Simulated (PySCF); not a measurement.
3-methoxypropionitrile, C₄H₇NO.
SMILES with atom numbers: `[CH3:1][O:2][CH2:3][CH2:4][C:5]#[N:6]` (hydrogens: H7, H8, H9 on C1; H10, H11 on C3; H12, H13 on C4)

The same species was optimised twice, with GFN2-xTB and with PBE0-D3(BJ)/def2-SVP (PySCF), and the same property calculations (PySCF, gas phase) were run on both structures.

| coordinate | GFN2-xTB | PBE0-D3(BJ)/def2-SVP | change |
| --- | --- | --- | --- |
| O2–C3 (Å) | 1.407 | 1.391 | -0.016 |
| C4–C5 (Å) | 1.439 | 1.455 | +0.016 |
| C5≡N6 (Å) | 1.143 | 1.157 | +0.014 |
| C1–O2 (Å) | 1.404 | 1.395 | -0.009 |
| C3–C4 (Å) | 1.532 | 1.523 | -0.009 |
| C3–C4–C5 (°) | 111.1 | 112.6 | +1.5 |
| O2–C3–C4 (°) | 107.7 | 107.1 | -0.6 |
| C1–O2–C3 (°) | 113.1 | 113.7 | +0.6 |
| C4–C5–N6 (°) | 179.4 | 179.0 | -0.4 |
| C1–O2–C3–C4 (°) | 180 | -179 | +1 |
| O2–C3–C4–C5 (°) | 180 | -179 | +1 |

Rotational constants: A = 18145, B = 1433, C = 1362 MHz (GFN2-xTB) against A = 18642, B = 1420, C = 1353 MHz (PBE0-D3(BJ)/def2-SVP).

On the GFN2-xTB structure: lowest singlet, TDDFT (eV) 7.37 [CAM-B3LYP/def2-SVPD]; isotropic polarisability (au) 57.5 [CAM-B3LYP/def2-SVPD]; HOMO (eV) -9.53 [CAM-B3LYP/def2-SVPD]; LUMO (eV) 1.05 [CAM-B3LYP/def2-SVPD]; dipole (D) 3.81 [CAM-B3LYP/def2-SVPD].

What do these properties become on the PBE0-D3(BJ)/def2-SVP structure?

```
                                    property                level  on GFN2-xTB  on PBE0-D3(BJ)/def2-SVP  change
                  lowest singlet, TDDFT (eV)  CAM-B3LYP/def2-SVPD         7.37                     7.39   +0.02
               isotropic polarisability (au)  CAM-B3LYP/def2-SVPD         57.5                     58.2    +0.7
                                   HOMO (eV)  CAM-B3LYP/def2-SVPD        -9.53                    -9.56   -0.03
                                   LUMO (eV)  CAM-B3LYP/def2-SVPD         1.05                     1.03   -0.02
                                  dipole (D)  CAM-B3LYP/def2-SVPD         3.81                     3.93   +0.12
energy, GFN2-xTB geometry as zero (kcal/mol)  CAM-B3LYP/def2-SVPD          0.0                     -0.4    -0.4
```

The heavy atoms differ by 0.024 Å rms after alignment. Among bonds between heavy atoms O2–C3 and C4–C5 change most and about equally (-0.016 to +0.016 Å). Changes are differences of the printed values. Neither structure is proved a minimum here.

Conformer computed: `[CH3:1][O:2][CH2:3][CH2:4][C:5]#[N:6]`: C1–O2–C3–C4 -179°, O2–C3–C4–C5 -179°.
